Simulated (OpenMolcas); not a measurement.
BP at 1.750 Å: OpenMolcas input and output

Input (each module block was a call of its own in one work directory; start orbitals came from a preliminary run):

```
&GATEWAY
Coord
2
angstrom
P 0.0 0.0 0.0
B 0.0 0.0 1.7500
Basis=ANO-RCC-VTZP
Group=XY
RX2C
AMFI
ANGMom
0.0 0.0 0.0
RICD
&SEWARD
&GUESSORB
* RASSCF and CASPT2 blocks for each multiplicity and irrep, as for the first:
&RASSCF
FileOrb=$CurrDir/o32.orb
Symmetry=2
Spin=3
nActEl=8 0 0
Inactive=4 2
RAS2=4 4
CIRoot=8 8 1
Linear
Iterations=120 100
OrbListing=Nothing
PRWF=0.15
>>COPY $Project.RasOrb $CurrDir/o32.orb
>>COPY $Project.rasscf.h5 $CurrDir/r32.h5
&CASPT2
XMultistate=all
Imaginary=0.2
IPEA=0.25
MaxIter=40
>>COPY $Project.JobMix JOB001
&RASSI
Nr of JobIphs=6 8 4 4 5 2 1
1 2 3 4 5 6 7 8
1 2 3 4
1 2 3 4
1 2 3 4 5
1 2
1
SpinOrbit
EJob
Omega
MEES
MESO
Properties=4
'AngMom' 3 'Mltpl  1' 1 'Mltpl  1' 2 'Mltpl  1' 3
Thrs=1.0d-4
>>COPY $Project.rassi.h5 $CurrDir/so.h5
```

```bash
pymolcas m.inp
```

C2 symmetry about the axis (a holds Σ, Δ, Γ; b holds Π, Φ, H; Σ⁺ and Σ⁻ are not told apart); roots by multiplicity and irrep: 3b 8, 1b 4, 1a 4, 3a 5, 5b 2, 5a 1.

RASSI part of the output, in excerpt:

```
SPIN-FREE ENERGIES:
  (Shifted by EMIN (a.u.) =       -366.3398948433)
 SF State       Relative EMIN(au)   Rel lowest level(eV)    D:o, cm**(-1)      Abs_M
     1             0.0000000000        0.0000000000              0.0000         1.0
     2             0.0000000000        0.0000000000              0.0000         1.0
    13             0.0107278770        0.2919204047           2354.4969         0.0
     9             0.0155469304        0.4230535287           3412.1568         1.0
    10             0.0155469304        0.4230535287           3412.1568         1.0
    17             0.0460550210        1.2532209662          10107.9088         0.0
    14             0.0821659812        2.2358502495          18033.3484         2.0
    15             0.0821749761        2.2360950144          18035.3226         2.0
    18             0.0882640983        2.4017884701          19371.7304         0.0
    16             0.1080346221        2.9397718290          23710.8589         0.0
    22             0.1094420014        2.9780685706          24019.7429         1.0
    23             0.1094420014        2.9780685706          24019.7429         1.0
     3             0.1371738090        3.7326894996          30106.1712         1.0
     4             0.1371738097        3.7326895188          30106.1713         1.0
     5             0.1413759355        3.8470351864          31028.4313         1.0
     6             0.1413759365        3.8470352149          31028.4316         1.0
    19             0.1453682745        3.9556722647          31904.6485         0.0
    20             0.1546506491        4.2082585463          33941.8942         2.0
    21             0.1549238826        4.2156936092          34001.8620         2.0
    11             0.1617310133        4.4009250708          35495.8545         1.0
    12             0.1617310133        4.4009250708          35495.8545         1.0
     7             0.1624165070        4.4195783056          35646.3030         3.0
     8             0.1624165070        4.4195783056          35646.3030         3.0
    24             0.1756486234        4.7796425352          38550.4169         0.0
++ Dipole transition strengths (spin-free states):
     for osc. strength at least  1.00000000E-05
      From   To        Osc. strength     Einstein coefficients Ax, Ay, Az (sec-1)    Total A (sec-1)
         1   17       2.24247044E-03  1.41781998E+05  1.10420074E+04  0.00000000E+00  1.52824006E+05
         1   18       1.37983826E-03  2.49060038E+04  3.20481994E+05  0.00000000E+00  3.45387998E+05
         1    3       1.96164379E-04  0.00000000E+00  0.00000000E+00  1.18596925E+05  1.18596925E+05
         1    4       4.54844111E-05  0.00000000E+00  0.00000000E+00  2.74989341E+04  2.74989341E+04
         1    5       2.32107873E-04  0.00000000E+00  0.00000000E+00  1.49056781E+05  1.49056781E+05
         1    6       6.67934310E-03  0.00000000E+00  0.00000000E+00  4.28939089E+06  4.28939089E+06
         1   19       2.17573128E-04  1.06688437E+04  1.37056636E+05  0.00000000E+00  1.47725480E+05
         1   20       3.14609365E-05  2.21163440E+04  2.05974384E+03  0.00000000E+00  2.41760878E+04
         1   21       2.86665539E-05  1.95996177E+03  2.01466974E+04  0.00000000E+00  2.21066592E+04
         2   17       2.24247005E-03  1.10420096E+04  1.41781970E+05  0.00000000E+00  1.52823979E+05
         2   18       1.37983270E-03  3.20480487E+05  2.49061210E+04  0.00000000E+00  3.45386608E+05
         2    3       4.54843194E-05  0.00000000E+00  0.00000000E+00  2.74988784E+04  2.74988784E+04
         2    4       1.96164502E-04  0.00000000E+00  0.00000000E+00  1.18597000E+05  1.18597000E+05
         2    5       6.67934288E-03  0.00000000E+00  0.00000000E+00  4.28939069E+06  4.28939069E+06
         2    6       2.32107925E-04  0.00000000E+00  0.00000000E+00  1.49056817E+05  1.49056817E+05
         2   19       2.17583581E-04  1.37064317E+05  1.06682596E+04  0.00000000E+00  1.47732577E+05
         2   20       3.14610461E-05  2.05970644E+03  2.21164656E+04  0.00000000E+00  2.41761720E+04
         2   21       2.86663789E-05  2.01465494E+04  1.95997487E+03  0.00000000E+00  2.21065243E+04
        13    9       4.24978098E-04  9.06784711E-01  3.16196626E+02  0.00000000E+00  3.17103410E+02
        13   10       4.24978106E-04  3.16196634E+02  9.06781435E-01  0.00000000E+00  3.17103416E+02
        13   11       1.31525237E-04  8.76024302E+04  8.75648676E+03  0.00000000E+00  9.63589170E+04
        13   12       1.31523446E-04  8.75640709E+03  8.76011982E+04  0.00000000E+00  9.63576053E+04
         9   14       3.57090144E-03  5.01752586E+05  7.44416768E+03  0.00000000E+00  5.09196754E+05
         9   15       3.57137671E-03  7.44724471E+03  5.01954812E+05  0.00000000E+00  5.09402057E+05
         9   16       4.43831618E-03  3.52270288E+03  1.21630081E+06  0.00000000E+00  1.21982351E+06
         9   11       4.80841848E-04  0.00000000E+00  0.00000000E+00  3.30151531E+05  3.30151531E+05
         9   12       3.44716127E-03  0.00000000E+00  0.00000000E+00  2.36686049E+06  2.36686049E+06
        10   14       3.57090531E-03  7.44432963E+03  5.01752977E+05  0.00000000E+00  5.09197306E+05
        10   15       3.57138765E-03  5.01956315E+05  7.44730220E+03  0.00000000E+00  5.09403617E+05
        10   16       4.43827890E-03  1.21629016E+06  3.52310678E+03  0.00000000E+00  1.21981327E+06
        10   11       3.44716131E-03  0.00000000E+00  0.00000000E+00  2.36686051E+06  2.36686051E+06
        10   12       4.80841861E-04  0.00000000E+00  0.00000000E+00  3.30151540E+05  3.30151540E+05
        17    3       9.84349303E-04  1.60204348E+05  1.02384325E+05  0.00000000E+00  2.62588674E+05
        17    4       9.84348866E-04  1.02384212E+05  1.60204349E+05  0.00000000E+00  2.62588561E+05
        17    5       9.25683010E-03  5.18738093E+05  2.18366155E+06  0.00000000E+00  2.70239965E+06
        17    6       9.25683087E-03  2.18366198E+06  5.18737949E+05  0.00000000E+00  2.70239993E+06
        17    7       1.42335133E-05  2.57077938E+03  3.62137123E+03  0.00000000E+00  6.19215061E+03
        17    8       1.42335074E-05  3.62138294E+03  2.57076512E+03  0.00000000E+00  6.19214806E+03
        14   11       3.93168796E-03  1.69203994E+05  6.30509474E+05  0.00000000E+00  7.99713469E+05
        14   12       3.93167964E-03  6.30507777E+05  1.69204001E+05  0.00000000E+00  7.99711778E+05
        15   11       3.93123541E-03  6.30293741E+05  1.69146893E+05  0.00000000E+00  7.99440634E+05
        15   12       3.93123140E-03  1.69146373E+05  6.30293446E+05  0.00000000E+00  7.99439818E+05
        18    3       8.60075089E-04  2.71702325E+04  3.89352441E+04  0.00000000E+00  6.61054765E+04
        18    4       8.60075278E-04  3.89352420E+04  2.71702510E+04  0.00000000E+00  6.61054930E+04
        18    5       8.79185619E-04  6.38671027E+04  1.58174442E+04  0.00000000E+00  7.96845469E+04
        18    6       8.79187677E-04  1.58174047E+04  6.38673319E+04  0.00000000E+00  7.96847366E+04
        18   19       7.87354568E-04  0.00000000E+00  0.00000000E+00  8.24929768E+04  8.24929768E+04
        16   11       1.67518951E-03  1.41382695E+05  1.38077675E+04  0.00000000E+00  1.55190462E+05
        16   12       1.67520100E-03  1.38079128E+04  1.41383613E+05  0.00000000E+00  1.55191526E+05
        22   24       1.14809782E-03  1.61693447E+05  8.05457442E-02  0.00000000E+00  1.61693527E+05
        23   24       1.14809720E-03  8.06207996E-02  1.61693360E+05  0.00000000E+00  1.61693441E+05
         3    5       3.06938011E-05  0.00000000E+00  0.00000000E+00  1.74140504E+01  1.74140504E+01
         3    6       5.66330554E-04  0.00000000E+00  0.00000000E+00  3.21306368E+02  3.21306368E+02
         3   19       3.58904839E-04  3.15052473E+02  4.59287103E+02  0.00000000E+00  7.74339576E+02
         3   20       4.68594826E-05  2.84191278E+02  1.75677790E+02  0.00000000E+00  4.59869068E+02
         3   21       4.20195997E-05  2.25401876E+02  1.99964455E+02  0.00000000E+00  4.25366331E+02
         4    5       5.66330264E-04  0.00000000E+00  0.00000000E+00  3.21305936E+02  3.21305936E+02
         4    6       3.06937554E-05  0.00000000E+00  0.00000000E+00  1.74140273E+01  1.74140273E+01
         4   19       3.58904331E-04  4.59282015E+02  3.15056332E+02  0.00000000E+00  7.74338347E+02
         4   20       4.68599316E-05  1.75679852E+02  2.84193585E+02  0.00000000E+00  4.59873437E+02
         4   21       4.20202167E-05  2.00013614E+02  2.25358931E+02  0.00000000E+00  4.25372544E+02
         5   20       5.31257752E-04  6.22817715E+02  2.38510370E+03  0.00000000E+00  3.00792141E+03
         5   21       6.04330948E-04  2.76826882E+03  7.95690233E+02  0.00000000E+00  3.56395906E+03
         5    7       1.11391314E-05  0.00000000E+00  0.00000000E+00  1.58444540E+02  1.58444540E+02
         6   20       5.31256976E-04  2.38509855E+03  6.22817998E+02  0.00000000E+00  3.00791654E+03
         6   21       6.04327688E-04  7.95697420E+02  2.76824186E+03  0.00000000E+00  3.56393928E+03
         6    8       1.11391379E-05  0.00000000E+00  0.00000000E+00  1.58444615E+02  1.58444615E+02
        20    7       2.36327404E-04  2.57668958E+02  2.00266052E+02  0.00000000E+00  4.57935010E+02
        20    8       2.36327392E-04  2.00266072E+02  2.57668916E+02  0.00000000E+00  4.57934988E+02
        21    7       1.96145295E-04  1.39794860E+02  2.14004222E+02  0.00000000E+00  3.53799083E+02
        21    8       1.96145623E-04  2.14004619E+02  1.39795055E+02  0.00000000E+00  3.53799674E+02
 Electric-quadrupole - electric-quadrupole not included
 Electric-dipole - electric-octupole not included
 Electric-dipole - magnetic-quadrupole not included
   Eigenvalues of complex Hamiltonian:
  (Shifted by EMIN (a.u.) =       -366.3398948433)
 SO State       Relative EMIN(au)   Rel lowest level(eV)    D:o, cm**(-1)      Omega
     1            -0.0003562076        0.0000000000              0.0000         2.0
     2            -0.0003561988        0.0000002398              0.0019         2.0
     3            -0.0000091964        0.0094426552             76.1602         1.0
     4            -0.0000091964        0.0094426552             76.1602         1.0
     5             0.0003296044        0.0186618938            150.5183         0.0
     6             0.0003509283        0.0192421459            155.1984         0.0
     7             0.0107468167        0.3021286811           2436.8322         0.0
     8             0.0155500403        0.4328310555           3491.0179         1.0
     9             0.0155500403        0.4328310555           3491.0179         1.0
    10             0.0460446256        1.2626309929          10183.8057         0.0
    11             0.0460554583        1.2629257654          10186.1833         1.0
    12             0.0460554583        1.2629257654          10186.1833         1.0
    13             0.0821634495        2.2454742602          18110.9713         2.0
    14             0.0821723805        2.2457172856          18112.9314         2.0
    15             0.0882634412        2.4114634917          19449.7647         0.0
    16             0.0882635159        2.4114655250          19449.7811         1.0
    17             0.0882635159        2.4114655251          19449.7811         1.0
    18             0.1080425794        2.9496812604          23790.7838         0.0
    19             0.1092949383        2.9837596813          24065.6448         1.0
    20             0.1092949383        2.9837596813          24065.6448         1.0
    21             0.1093659163        2.9856910927          24081.2227         0.0
    22             0.1093659704        2.9856925636          24081.2346         0.0
    23             0.1094379583        2.9876514548          24097.0341         1.0
    24             0.1094379583        2.9876514548          24097.0341         1.0
    25             0.1095109617        2.9896379787          24113.0565         2.0
    26             0.1095109713        2.9896382389          24113.0586         2.0
    27             0.1095849483        2.9916512569          24129.2947         3.0
    28             0.1095849483        2.9916512569          24129.2947         3.0
    29             0.1370100687        3.7379268005          30148.4128         0.1
    30             0.1370121738        3.7379840828          30148.8749         0.1
    31             0.1371732360        3.7423668103          30184.2239         1.0
    32             0.1371732367        3.7423668294          30184.2241         1.0
    33             0.1373189722        3.7463324929          30216.2093         2.0
    34             0.1373191618        3.7463376511          30216.2509         2.0
    35             0.1411953436        3.8518139337          31066.9745         2.0
    36             0.1411953559        3.8518142667          31066.9772         2.0
    37             0.1413724608        3.8566335366          31105.8472         1.0
    38             0.1413724618        3.8566335654          31105.8475         1.0
    39             0.1415768042        3.8621940049          31150.6954         0.1
    40             0.1415816691        3.8623263848          31151.7632         0.1
    41             0.1453722556        3.9654734980          31983.7007         1.0
    42             0.1453722556        3.9654734996          31983.7007         1.0
    43             0.1453740766        3.9655230492          31984.1004         0.0
    44             0.1545844199        4.2161492592          34005.5371         2.8
    45             0.1545844199        4.2161492593          34005.5371         2.8
    46             0.1546435638        4.2177586477          34018.5177         2.0
    47             0.1549161548        4.2251762262          34078.3445         2.0
    48             0.1549852980        4.2270577067          34093.5197         1.4
    49             0.1549852979        4.2270577061          34093.5197         1.4
    50
```

Only roots inside an energy window near the equilibrium distance were included, so the list of states is not complete; labels number the states computed. Each spin and symmetry block has orbitals of its own, averaged over its own roots, so gaps between blocks are less sure than gaps within one and near the minimum can be off by tenths of an eV, in bad cases by more. No Rydberg orbitals are active, so Rydberg states, and σ→σ* states whose orbital the CASSCF left unused, can be missing between those listed. CASPT2 splits the two components of degenerate states numerically, here by up to 60 cm⁻¹.
